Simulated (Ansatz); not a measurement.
C2H7Al, SMILES [CH3][AlH][CH3], harmonic frequencies at the relaxed geometry

Program: the Python package of Ansatz (0.2.0).

The script reads `c2h7al.xyz`:
```text
10

C    -1.21690    0.88080   -0.75180
Al    0.49460    0.02370   -0.55680
C     0.88250   -0.95810    1.10830
H    -2.00100    0.18240   -0.68770
H    -1.31230    1.41200   -1.77350
H    -1.38800    1.70170    0.03370
H     1.60250    0.09830   -1.72820
H     0.08790   -0.87750    1.80590
H     1.12410   -2.00660    0.92630
H     1.80970   -0.50790    1.62690
```

At the Python prompt:
```pycon
>>> import itertools
>>> import ansatz as az
>>> from ase import Atoms
>>> from ase.data import atomic_numbers, covalent_radii
>>> from ase.thermochemistry import IdealGasThermo
>>> import numpy as np
>>> geometry = az.Crystal.molecule_from_extxyz("c2h7al.xyz")
>>> model = (
...     geometry.calculation()
...     .basis(gaussian="cc-pVDZ")
...     .functional("HF")
... )
>>> symbols = [site.symbol for site in geometry.cartesian_sites]
>>> start = np.array([site.position_ang for site in geometry.cartesian_sites], dtype=float)
>>> summary = model.relax(force_tolerance=0.003).run().report
>>> end = np.array(summary["positions_ang"])
>>> # pairs closer than 1.2 times the sum of covalent radii, before or after
>>> radius = [covalent_radii[atomic_numbers[s]] for s in symbols]
>>> span = lambda where, i, j: np.linalg.norm(where[i] - where[j])
>>> bonded = [(i, j) for i, j in itertools.combinations(range(len(symbols)), 2) if min(span(start, i, j), span(end, i, j)) < 1.2 * (radius[i] + radius[j])]
>>> print("pair        before    after (A)")
pair        before    after (A)
>>> for i, j in bonded:
...     print(f"{symbols[i]}{i}-{symbols[j]}{j}".ljust(10), f"{span(start, i, j):8.4f} {span(end, i, j):8.4f}")
...
C0-Al1       1.9240   1.9795
C0-H3        1.0520   1.0948
C0-H4        1.1555   1.0949
C0-H5        1.1490   1.0986
Al1-C2       1.9715   1.9796
Al1-H6       1.6141   1.5956
C2-H7        1.0604   1.0942
C2-H8        1.0913   1.0977
C2-H9        1.1538   1.0963
>>> # frequencies need a stationary point, so they are taken at the relaxed geometry
>>> minimum = az.Crystal.molecule()
>>> for symbol, place in zip(symbols, end):
...     minimum = minimum.atom(symbol, place.tolist())
...
>>> vibrating = (
...     minimum.calculation()
...     .basis(gaussian="cc-pVDZ")
...     .functional("HF")
...     .phonons(temperatures=(298.15, 498.15, 100))
... )
>>> vib = vibrating.run().report["vibrations"]
>>> sums = vib["harmonic_sums"]
>>> modes = [m["omega_inv_cm"] for m in sums["modes_at_gamma"] if m["rigid_motion"] == "no"]
>>> for number, w in enumerate(modes, start=1):
...     print(f"mode {number:2d} {w:9.1f} 1/cm {w / 8065.544 * 1000:8.2f} meV")
...
mode  1      20.8 1/cm     2.58 meV
mode  2      40.2 1/cm     4.98 meV
mode  3     187.4 1/cm    23.23 meV
mode  4     400.1 1/cm    49.61 meV
mode  5     557.9 1/cm    69.17 meV
mode  6     568.9 1/cm    70.53 meV
mode  7     597.3 1/cm    74.06 meV
mode  8     679.6 1/cm    84.26 meV
mode  9     764.4 1/cm    94.78 meV
mode 10     796.0 1/cm    98.69 meV
mode 11     832.7 1/cm   103.24 meV
mode 12    1328.5 1/cm   164.71 meV
mode 13    1330.9 1/cm   165.01 meV
mode 14    1539.9 1/cm   190.92 meV
mode 15    1542.1 1/cm   191.19 meV
mode 16    1546.7 1/cm   191.77 meV
mode 17    1548.2 1/cm   191.95 meV
mode 18    1936.8 1/cm   240.14 meV
mode 19    3137.6 1/cm   389.01 meV
mode 20    3140.1 1/cm   389.32 meV
mode 21    3204.6 1/cm   397.32 meV
mode 22    3205.7 1/cm   397.45 meV
mode 23    3233.0 1/cm   400.84 meV
mode 24    3234.6 1/cm   401.03 meV
>>> print("imaginary modes:", sum(w < 0 for w in modes), " zero-point energy:", round(sums["zero_point_energy_ev"], 4), "eV")
imaginary modes: 0  zero-point energy: 2.1929 eV
>>> # rigid rotor and ideal gas, symmetry number taken as one
>>> gas = IdealGasThermo(vib_energies=[w / 8065.544 for w in modes if w > 0], geometry="linear" if len(modes) == 3 * len(symbols) - 5 else "nonlinear",
...                      atoms=Atoms(symbols, positions=end), symmetrynumber=1, spin=0.0)
>>> print(f"H(298 K) - E = {gas.get_enthalpy(298.15, verbose=False):.4f} eV")
H(298 K) - E = 2.3926 eV
>>> print(f"S(298 K, 1 bar) = {96485.33 * gas.get_entropy(298.15, 1e5, verbose=False):.1f} J/(mol K) with symmetry number 1")
S(298 K, 1 bar) = 333.9 J/(mol K) with symmetry number 1
>>> # all hydrogen replaced by deuterium
>>> heavier = vibrating.phonons(masses={"H": 2.014102}).run().report["vibrations"]["harmonic_sums"]
>>> print("deuterated (1/cm):", " ".join(f"{m['omega_inv_cm']:.0f}" for m in heavier["modes_at_gamma"] if m["rigid_motion"] == "no"))
deuterated (1/cm): 15 29 160 293 404 442 512 584 612 643 674 1035 1042 1113 1114 1119 1120 1394 2255 2256 2366 2367 2392 2394
>>> print("zero-point energy falls by", round(sums["zero_point_energy_ev"] - heavier["zero_point_energy_ev"], 4), "eV")
zero-point energy falls by 0.5602 eV
```

What to keep in mind:
- The settings weren't tested for convergence.
- The frequencies are harmonic and unscaled, in a modest basis. The result belongs to the one conformer reached from this start, and soft torsions count as harmonic oscillators.
- The entropy takes a symmetry number of 1; a symmetric molecule's is lower by R ln(sigma).
- Hardware and time: 3 min on 1 thread of Arm Neoverse V1, on a shared host, peak memory 0.27 GiB.
